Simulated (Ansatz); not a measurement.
# C2H2O2: the cost of one run

Program: Ansatz 0.2.0. Level of theory: the levels named in each step. These are calculated values, not measurements.

## 1. Starting point

Bond lengths: O1–C2 1.167 Å, C2–C3 1.300 Å, C3–O4 1.391 Å, C3–H5 1.081 Å, O4–H6 0.961 Å. Angles: O1–C2–C3 175.3°, C2–C3–O4 123.9°, C2–C3–H5 117.2°, O4–C3–H5 118.9°, C3–O4–H6 108.4°.

Coordinates:

```xyz
6

O     1.8081   -0.0001    0.0641
C     0.6547    0.1333   -0.0561
C    -0.6099    0.3712   -0.2442
O    -1.6312   -0.4544    0.2135
H    -0.8680    1.2661   -0.7920
H    -2.4727   -0.0637   -0.0358
```

## 2. A rough first relaxation, PBE-D4/def2-SVP

This run stands in another session on the same molecule. It ended at:

```xyz
6

O     1.7102   -0.0531    0.2810
C     0.5951    0.1653   -0.0312
C    -0.6610    0.4225   -0.4124
O    -1.6813   -0.4918   -0.1913
H    -0.8320    1.3362   -1.0114
H    -2.2501   -0.1267    0.5149
```

## 3. Relaxation, PBE0-D4/def2-TZVPP

This run stands in another session on the same molecule. It ended at:

```xyz
6

O     1.6638   -0.0566    0.2925
C     0.5747    0.1654   -0.0351
C    -0.6545    0.4352   -0.4260
O    -1.6772   -0.4654   -0.2011
H    -0.8215    1.3265   -1.0187
H    -2.2043   -0.1527    0.5378
```

## 4. Frequencies, PBE0-D4/def2-TZVPP

Input file input.yaml:

```yaml
crystal:
  periodic: [false, false, false]
  atoms:
    - { symbol: O, position_ang: [1.66376225, -0.05656774, 0.29254184] }
    - { symbol: C, position_ang: [0.5747381, 0.16543057, -0.03513988] }
    - { symbol: C, position_ang: [-0.65454483, 0.43519716, -0.42595771] }
    - { symbol: O, position_ang: [-1.67724872, -0.46536273, -0.20107212] }
    - { symbol: H, position_ang: [-0.82148865, 1.32647722, -1.01867331] }
    - { symbol: H, position_ang: [-2.20434815, -0.15269447, 0.53780118] }
basis:
  gaussian: { orbitals: def2-TZVPP }
hamiltonian:
  xc: pbe0
  dispersion: d4
phonons: {}
```

Command:

```bash
$ ansatz run input.yaml --threads 4 --pin off --max-ram 10240MiB --backend cpu --events-out ev --progress --plain --runs-dir out
```

What time and memory should one allow on 4 threads of Arm Neoverse V1, shared host?

About 27 s, with a peak of 0.25 GiB.
